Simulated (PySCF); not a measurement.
# C2H2: excited-state relaxation, vibronic structure

Wanted: excited-state relaxation, vibronic structure for C2H2 (`C#C`).

Computed with PySCF 2.14.0 and routines of our own; the level stands in each step. Atoms count from 0.

## 1. The starting structure

4 atoms, charge 0, multiplicity 1; geometry from: GFN2-xTB.

## 2. Optimising the geometry at BHandHLYP/6-31+G*

The job: settings as JSON, then the geometry in Å.

```
{"job": {"xc": "BHandHLYP", "basis": "6-31+G*", "grid": 1, "kind": "geom"}, "charge": 0, "multiplicity": 1}
C      0.539611    -0.005575     0.577130
C     -0.534464     0.007856     0.056156
H      1.484013    -0.017299     1.035275
H     -1.478926     0.019791    -0.401860
```

On the command line:

```
$ OMP_NUM_THREADS=1 python excited_run.py task.json out
```

The driver reads the jobs from task.json and runs them one after another.

The log of the run:

```text
step   0  E = -77.27838267  max force = 0.007755
step   1  E = -77.27855245  max force = 0.001685
step   2  E = -77.27855542  max force = 0.000230
optimisation converged
```

Wall time 1.1 s (1 thread of AMD EPYC 7R13, shared host); peak memory 0.24 GiB.

Step by step:

```
step  energy from step 0 (eV)  largest force component (eV/Å)
   0                   0.0000                          0.3988
   1                  -0.0046                          0.0866
   2                  -0.0047                          0.0118
```

Distances of close pairs at the start and the end, largest changes first:

```
 bond  before (Å)  after (Å)  change (Å)
C0–H2       1.050      1.060      +0.010
C1–H3       1.050      1.060      +0.010
C0–C1       1.194      1.196      +0.002
```

The final coordinates are the input of the step that follows.

```
                         at the end point           value
  point group (found at 0.08 Å tolerance)           Dinfh
rotational constants (GHz, main isotopes)  35.785, 35.785
                        dipole moment (D)            0.00
```

## 3. Excited-state relaxation: TDDFT BHandHLYP/6-31+G*

The job: settings as JSON, then the geometry in Å.

```
{"job": {"kind": "xopt", "state": "S1", "method": "TDDFT", "freq": true, "xc": "BHandHLYP", "basis": "6-31+G*", "grid": 1}, "charge": 0, "multiplicity": 1}
C      0.541521    -0.005545     0.575765
C     -0.536436     0.008277     0.057683
H      1.495972    -0.017672     1.036061
H     -1.490892     0.020422    -0.402602
```

With the program's defaults for keys left out, this is: TDDFT BHandHLYP/6-31+G* excited-state geometry optimisation, gas phase.

The log of the run:

```text
final grid: 15304 points
cycle   1  E = -77.2615085960  dE =  1.546e-01  |g| = 2.370e-01  |ddm| = 1.997e+00
cycle   2  E = -77.2740465415  dE = -1.254e-02  |g| = 1.263e-01  |ddm| = 5.826e-01
cycle   3  E = -77.2784643007  dE = -4.418e-03  |g| = 1.666e-02  |ddm| = 1.084e-01
cycle   4  E = -77.2785544239  dE = -9.012e-05  |g| = 1.675e-03  |ddm| = 2.806e-02
cycle   5  E = -77.2785554117  dE = -9.878e-07  |g| = 1.061e-04  |ddm| = 3.431e-03
cycle   6  E = -77.2785554177  dE = -5.980e-09  |g| = 1.693e-05  |ddm| = 1.978e-04
cycle   7  E = -77.2785554179  dE = -1.757e-10  |g| = 1.202e-06  |ddm| = 3.851e-05
converged SCF energy = -77.2785554179

vertical S1 at the ground-state geometry: 6.5954 eV
step    E(state)/Eh    max force   excitation/eV  root
  0     -77.03035293   0.252142     6.7427      1
  1     -77.06269199   0.030344     5.2909      1
  2     -77.06361052   0.012220     5.1185      1
  3     -77.06853654   0.035126     4.4964      1
  4     -77.08252454   0.042014     4.4050      1
  5     -77.10134367   0.036706     3.6159      1
  6     -77.05822383   0.051076     1.1273      1
  7     -77.10634486   0.018081     1.9895      1
  8     -77.10859870   0.044016     1.8696      1
  9     -77.09947351   0.109774     3.7803      1
 10     -77.11043212   0.010172     2.7506      1
 11     -77.11141417   0.002075     2.4051      1
 12     -77.11143633   0.000430     2.4280      1
 13     -77.11143673   0.000120     2.4213      1
optimisation converged
vertical emission 2.4213 eV, adiabatic 4.5475 eV, Stokes shift 4.1741 eV, reorganisation 2.0479 (excited) and 2.1263 eV (ground)
in cyclohexane: absorption 6.6312 eV (f = 0.0000, root 1), emission 2.4297 eV (f = 0.0086, root 1)
in acetonitrile: absorption 6.6898 eV (f = 0.0000, root 1), emission 2.4420 eV (f = 0.0115, root 1)
zero-point change -0.0870 eV, 0-0 energy 4.4605 eV
frequencies of the excited state (cm-1): 864 1044 1138 1460 3206 3217
```

Run time: 27 s. Hardware: 1 thread of AMD EPYC 7R13, shared host; peak memory 0.27 GiB.

From this job:

```
                 quantity    value
  vertical absorption, S1  6.60 eV
     adiabatic energy, S1  4.55 eV
    vertical emission, S1  2.42 eV
         Stokes shift, S1  4.17 eV
geometry moved (RMSD), S1  0.479 Å
```

Bonds of the start that changed most:

```
 bond  start (Å)  end (Å)
C0–C1      1.196    1.369
C0–H2      1.060    1.086
C1–H3      1.060    1.086
```

## 4. Excited-state relaxation: UKS BHandHLYP/6-31+G*

The job: settings as JSON, then the geometry in Å.

```
{"job": {"kind": "xopt", "state": "T1", "method": "UKS", "freq": true, "xc": "BHandHLYP", "basis": "6-31+G*", "grid": 1}, "charge": 0, "multiplicity": 1}
C      0.541521    -0.005545     0.575765
C     -0.536436     0.008277     0.057683
H      1.495972    -0.017672     1.036061
H     -1.490892     0.020422    -0.402602
```

Method: UKS BHandHLYP/6-31+G* excited-state geometry optimisation, gas phase.

The log of the run:

```text
final grid: 15304 points
cycle   1  E = -77.2615085960  dE =  1.546e-01  |g| = 2.370e-01  |ddm| = 1.997e+00
cycle   2  E = -77.2740465415  dE = -1.254e-02  |g| = 1.263e-01  |ddm| = 5.826e-01
cycle   3  E = -77.2784643007  dE = -4.418e-03  |g| = 1.666e-02  |ddm| = 1.084e-01
cycle   4  E = -77.2785544239  dE = -9.012e-05  |g| = 1.675e-03  |ddm| = 2.806e-02
cycle   5  E = -77.2785554117  dE = -9.878e-07  |g| = 1.061e-04  |ddm| = 3.431e-03
cycle   6  E = -77.2785554177  dE = -5.980e-09  |g| = 1.693e-05  |ddm| = 1.978e-04
cycle   7  E = -77.2785554179  dE = -1.757e-10  |g| = 1.202e-06  |ddm| = 3.851e-05
converged SCF energy = -77.2785554179

vertical T1 at the ground-state geometry: 5.6254 eV
step    E(state)/Eh    max force   <S^2>
  0     -77.06597673   0.258297    2.0072
  1     -77.10286553   0.028142    2.0072
  2     -77.11174451   0.038988    2.0056
  3     -77.12640542   0.034288    2.0037
  4     -77.09843898   0.064422    2.0027
  5     -77.13423628   0.021255    2.0024
  6     -77.13664632   0.007783    2.0025
  7     -77.13703426   0.001354    2.0025
  8     -77.13704278   0.000386    2.0025
optimisation converged
vertical emission 2.4671 eV, adiabatic 3.8508 eV, Stokes shift 3.1583 eV, reorganisation 1.7747 (excited) and 1.3837 eV (ground)
zero-point change -0.0726 eV, 0-0 energy 3.7781 eV
frequencies of the excited state (cm-1): 799 946 1137 1687 3286 3305
```

Wall time 12 s (1 thread of AMD EPYC 7R13, shared host); peak memory 0.27 GiB.

In short:

```
                                     quantity    value
vertical gap at the ground-state geometry, T1  5.63 eV
                         adiabatic energy, T1  3.85 eV
     vertical gap at the relaxed geometry, T1  2.47 eV
               difference of the two gaps, T1  3.16 eV
                    geometry moved (RMSD), T1  0.401 Å
```

Bonds of the start that changed most:

```
 bond  start (Å)  end (Å)
C0–C1      1.196    1.324
C0–H2      1.060    1.078
C1–H3      1.060    1.078
```

## 5. Excited-state relaxation: TDA BHandHLYP/6-31+G*

The job: settings as JSON, then the geometry in Å.

```
{"job": {"kind": "xopt", "state": "T1", "method": "TDA", "xc": "BHandHLYP", "basis": "6-31+G*", "grid": 1}, "charge": 0, "multiplicity": 1}
C      0.541521    -0.005545     0.575765
C     -0.536436     0.008277     0.057683
H      1.495972    -0.017672     1.036061
H     -1.490892     0.020422    -0.402602
```

With the program's defaults for keys left out, this is: TDA BHandHLYP/6-31+G* excited-state geometry optimisation, gas phase.

The log of the run:

```text
final grid: 15304 points
cycle   1  E = -77.2615085960  dE =  1.546e-01  |g| = 2.370e-01  |ddm| = 1.997e+00
cycle   2  E = -77.2740465415  dE = -1.254e-02  |g| = 1.263e-01  |ddm| = 5.826e-01
cycle   3  E = -77.2784643007  dE = -4.418e-03  |g| = 1.666e-02  |ddm| = 1.084e-01
cycle   4  E = -77.2785544239  dE = -9.012e-05  |g| = 1.675e-03  |ddm| = 2.806e-02
cycle   5  E = -77.2785554117  dE = -9.878e-07  |g| = 1.061e-04  |ddm| = 3.431e-03
cycle   6  E = -77.2785554177  dE = -5.980e-09  |g| = 1.693e-05  |ddm| = 1.978e-04
cycle   7  E = -77.2785554179  dE = -1.757e-10  |g| = 1.202e-06  |ddm| = 3.851e-05
converged SCF energy = -77.2785554179

vertical T1 at the ground-state geometry: 5.3402 eV
step    E(state)/Eh    max force   excitation/eV  root
  0     -77.07629170   0.260335     5.4927      1
  1     -77.11042035   0.020660     3.9517      1
  2     -77.11211111   0.016825     3.7858      1
  3     -77.11507006   0.024177     3.6176      1
  4     -77.12151850   0.031945     3.4109      1
  5     -77.13132243   0.027726     3.0293      1
  6     -77.10612319   0.072034     1.2982      1
  7     -77.13288481   0.027162     1.9177      1
  8     -77.13368919   0.008895     1.8902      1
  9     -77.13378092   0.001221     1.8557      1
 10     -77.13378371   0.000397     1.8421      1
 11     -77.13378368   0.000046     1.8330      1
optimisation converged
vertical emission 1.8330 eV, adiabatic 3.9394 eV, Stokes shift 3.5072 eV, reorganisation 1.4008 (excited) and 2.1064 eV (ground)
```

Wall time 6.2 s (1 thread of AMD EPYC 7R13, shared host); peak memory 0.28 GiB.

Key values:

```
                                     quantity    value
vertical gap at the ground-state geometry, T1  5.34 eV
                         adiabatic energy, T1  3.94 eV
     vertical gap at the relaxed geometry, T1  1.83 eV
               difference of the two gaps, T1  3.51 eV
                    geometry moved (RMSD), T1  0.483 Å
```

Bonds of the start that changed most:

```
 bond  start (Å)  end (Å)
C0–C1      1.196    1.363
C0–H2      1.060    1.085
C1–H3      1.060    1.085
```

## 6. Vibronic structure: TDDFT BHandHLYP/6-31+G*

The job: settings as JSON, then the geometry in Å.

```
{"job": {"kind": "vib", "tda": false, "freq": true, "xc": "BHandHLYP", "basis": "6-31+G*", "grid": 1}, "charge": 0, "multiplicity": 1}
C      0.541521    -0.005545     0.575765
C     -0.536436     0.008277     0.057683
H      1.495972    -0.017672     1.036061
H     -1.490892     0.020422    -0.402602
```

Level: TDDFT BHandHLYP/6-31+G* vertical-gradient vibronic structure (displaced harmonic oscillators, Condon), gas phase.

The log of the run:

```text
final grid: 15304 points
cycle   1  E = -77.2615085960  dE =  1.546e-01  |g| = 2.370e-01  |ddm| = 1.997e+00
cycle   2  E = -77.2740465415  dE = -1.254e-02  |g| = 1.263e-01  |ddm| = 5.826e-01
cycle   3  E = -77.2784643007  dE = -4.418e-03  |g| = 1.666e-02  |ddm| = 1.084e-01
cycle   4  E = -77.2785544239  dE = -9.012e-05  |g| = 1.675e-03  |ddm| = 2.806e-02
cycle   5  E = -77.2785554117  dE = -9.878e-07  |g| = 1.061e-04  |ddm| = 3.431e-03
cycle   6  E = -77.2785554177  dE = -5.980e-09  |g| = 1.693e-05  |ddm| = 1.978e-04
cycle   7  E = -77.2785554179  dE = -1.757e-10  |g| = 1.202e-06  |ddm| = 3.851e-05
converged SCF energy = -77.2785554179

Singlet excitations (eV, f): 6.595 (0.0000)  6.896 (0.0000)  6.896 (0.0000)  8.174 (0.1118)  8.174 (0.1118)  8.296 (0.0000)

State S1  6.5954 eV  f = 0.00000  H-1->L+3 0.39, H->L+2 0.39
  relaxed dipole 0.000 D, largest gradient of the excitation energy 0.2198 Eh/bohr
  mode    cm-1        S   lambda/meV  Raman
    5   2150.2    2.2204     591.9   1.000
    7   3638.0    0.1394      62.9   0.180
  reorganisation energy 0.6549 eV, total S 2.360, 0-0 5.9405 eV
  absorption maximum 6.473 eV, width 0.563 eV

State S4  8.1745 eV  f = 0.11178  H->L+1 0.96
  relaxed dipole 0.000 D, largest gradient of the excitation energy 0.0806 Eh/bohr
  mode    cm-1        S   lambda/meV  Raman
    5   2150.2    0.3199      85.3   1.000
    7   3638.0    0.0144       6.5   0.129
  reorganisation energy 0.0918 eV, total S 0.334, 0-0 8.0827 eV
  absorption maximum 8.083 eV, width 0.038 eV

State S5  8.1745 eV  f = 0.11178  H-1->L+1 0.96
  relaxed dipole 0.000 D, largest gradient of the excitation energy 0.0806 Eh/bohr
  mode    cm-1        S   lambda/meV  Raman
    5   2150.2    0.3199      85.3   1.000
    7   3638.0    0.0144       6.5   0.129
  reorganisation energy 0.0918 eV, total S 0.334, 0-0 8.0827 eV
  absorption maximum 8.083 eV, width 0.038 eV

State T1  5.3402 eV  f = 0.00000  H->L+3 0.35, H-1->L+2 0.35, H->L+8 0.10
  relaxed dipole 0.000 D, largest gradient of the excitation energy 0.2269 Eh/bohr
  mode    cm-1        S   lambda/meV  Raman
    5   2150.2    2.3762     633.5   1.000
    7   3638.0    0.1459      65.8   0.176
  reorganisation energy 0.6993 eV, total S 2.523, 0-0 4.6409 eV
  absorption maximum 5.174 eV, width 0.819 eV
```

Run time: 0.89 s. Hardware: 1 thread of AMD EPYC 7R13, shared host; peak memory 0.28 GiB.

## 7. Outcome

```
                                                                                                  quantity                     value
                                                                                               point group                     Dinfh
                                                                      rotational constants (main isotopes)          35.78, 35.78 GHz
                                                 vertical absorption, S1 (step 3, TDDFT BHandHLYP/6-31+G*)                   6.60 eV
                                                    adiabatic energy, S1 (step 3, TDDFT BHandHLYP/6-31+G*)                   4.55 eV
                                                   vertical emission, S1 (step 3, TDDFT BHandHLYP/6-31+G*)                   2.42 eV
                                                        Stokes shift, S1 (step 3, TDDFT BHandHLYP/6-31+G*)                   4.17 eV
                             vertical gap at the ground-state geometry, T1 (step 4, UKS BHandHLYP/6-31+G*)                   5.63 eV
                                                      adiabatic energy, T1 (step 4, UKS BHandHLYP/6-31+G*)                   3.85 eV
                                  vertical gap at the relaxed geometry, T1 (step 4, UKS BHandHLYP/6-31+G*)                   2.47 eV
                                            difference of the two gaps, T1 (step 4, UKS BHandHLYP/6-31+G*)                   3.16 eV
                             vertical gap at the ground-state geometry, T1 (step 5, TDA BHandHLYP/6-31+G*)                   5.34 eV
                                                      adiabatic energy, T1 (step 5, TDA BHandHLYP/6-31+G*)                   3.94 eV
                                  vertical gap at the relaxed geometry, T1 (step 5, TDA BHandHLYP/6-31+G*)                   1.83 eV
                                            difference of the two gaps, T1 (step 5, TDA BHandHLYP/6-31+G*)                   3.51 eV
S1: vertical, reorganisation, 0-0, total S (step 6, TDDFT BHandHLYP/6-31+G*, modes from BHandHLYP/6-31+G*)  6.60, 0.65, 5.94 eV; 2.4
S4: vertical, reorganisation, 0-0, total S (step 6, TDDFT BHandHLYP/6-31+G*, modes from BHandHLYP/6-31+G*)  8.17, 0.09, 8.08 eV; 0.3
S5: vertical, reorganisation, 0-0, total S (step 6, TDDFT BHandHLYP/6-31+G*, modes from BHandHLYP/6-31+G*)  8.17, 0.09, 8.08 eV; 0.3
```

Over 2 steps the energy fell by 0.005 eV; of the close pairs, C0–H2 changed most, 1.050 to 1.060 Å. In steps 3, 4, 5 the harmonic model is doubtful. In step 3 (excited-state relaxation), among the bonds C0–C1 changes most, from 1.196 to 1.369 Å. The atoms move far more than that, so angles or torsions carry the main change. In step 4 (excited-state relaxation), among the bonds C0–C1 changes most, from 1.196 to 1.324 Å. In step 5 the driver flags a change of the state's leading configuration on relaxing; where it is real, start and end values belong to different states. Where no frequencies were run, the relaxed excited state may be a saddle. In step 5 (excited-state relaxation), among the bonds C0–C1 changes most, from 1.196 to 1.363 Å. Some states lie very close; unless symmetry makes them partners, their order is unsure. The vibronic model keeps the ground-state modes and shifts them along the gradient alone, so it can miss much of the relaxation that a full optimisation finds. ΔSCF (UKS) and response values aren't on one footing and may follow different states, so their differences aren't method errors alone, and singlets and triplets from the two don't rank.
